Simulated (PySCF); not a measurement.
The dipole of `C=CS(C)(=O)=O` from its density and from atomic charges.

Coordinates (GFN2-xTB, Å) and charges (e) from the PBE0/pcSseg-1 density (PySCF):

```csv
atom,x,y,z,Mulliken,IAO,Hirshfeld,ESP-fitted
C1,1.978,-0.183,0.678,-0.0789,-0.2590,-0.0582,-0.2419
C2,1.105,0.207,-0.221,-0.3792,-0.3870,-0.0658,-0.3268
S3,-0.529,0.741,0.305,+0.9608,+2.0050,+0.5174,+1.1394
C4,-1.612,-0.584,-0.309,-0.3683,-0.6345,-0.1222,-0.7258
O5,-0.580,0.744,1.740,-0.5346,-0.8961,-0.3146,-0.5354
O6,-0.857,1.954,-0.393,-0.5311,-0.8922,-0.3287,-0.5473
H7,2.980,-0.501,0.435,+0.1428,+0.1718,+0.0685,+0.1786
H8,1.693,-0.183,1.718,+0.1595,+0.1816,+0.0558,+0.1746
H9,1.274,0.277,-1.281,+0.1513,+0.1749,+0.0611,+0.1963
H10,-1.495,-0.648,-1.383,+0.1507,+0.1731,+0.0595,+0.2178
H11,-1.322,-1.504,0.180,+0.1541,+0.1759,+0.0576,+0.2183
H12,-2.632,-0.322,-0.054,+0.1729,+0.1863,+0.0695,+0.2522
```

Q: What dipole does each set of charges give (1 e·Å = 4.803 D), and what does the density give?

A: The full density gives (1.47, -4.01, -1.87) D, 4.66 D in size; dipole vectors point from the negative to the positive end.

| scheme | μx | μy | μz | size (D) | share of the full size (%) | angle to the full dipole (°) |
| --- | --- | --- | --- | --- | --- | --- |
| Mulliken | 1.34 | -4.88 | -1.60 | 5.31 | 114 | 8 |
| IAO | 1.76 | -5.26 | -2.63 | 6.14 | 132 | 2 |
| Hirshfeld | 1.09 | -2.88 | -1.33 | 3.36 | 72 | 1 |
| ESP-fitted | 1.47 | -4.04 | -1.86 | 4.68 | 100 | 0 |

Q: Which set comes closest?

A: Length of the difference vector: ESP-fitted 0.03 D, Mulliken 0.92 D, Hirshfeld 1.31 D, IAO 1.49 D. Closest: ESP-fitted. ESP charges are fitted to the potential around the molecule, whose slowest-falling term is the dipole's. 

Q: What is left for the Hirshfeld atoms' own dipoles?

A: The shares of the density sum to the whole, so what Σ q r misses lies in dipoles about the nuclei. The atomic dipoles sum to (1.47, -4.01, -1.87) − (1.09, -2.88, -1.33) = (0.38, -1.13, -0.54) D, 1.31 D in size.

Q: With the origin at the mean of the coordinates, (0.000, 0.000, 0.118) Å, which are the largest single terms, by size, of the ESP-fitted dipole along the direction of the full one?

A: S3 -4.81, O6 +4.59, O5 +3.79, H7 +1.07, H11 +0.89 D; all 12 atoms together +4.68 D. The single terms depend on the origin, their sum doesn't.

Q: Give the size of the full dipole in other units.

A: 4.66 D = 1.835 au = 0.971 e·Å = 15.56 × 10⁻³⁰ C·m.

Isolated species at its GFN2-xTB geometry (one conformer only).

Conformer computed: `[CH2:1]=[CH:2][S:3]([CH3:4])(=[O:5])=[O:6]`: C1–C2–S3–C4 -111°.
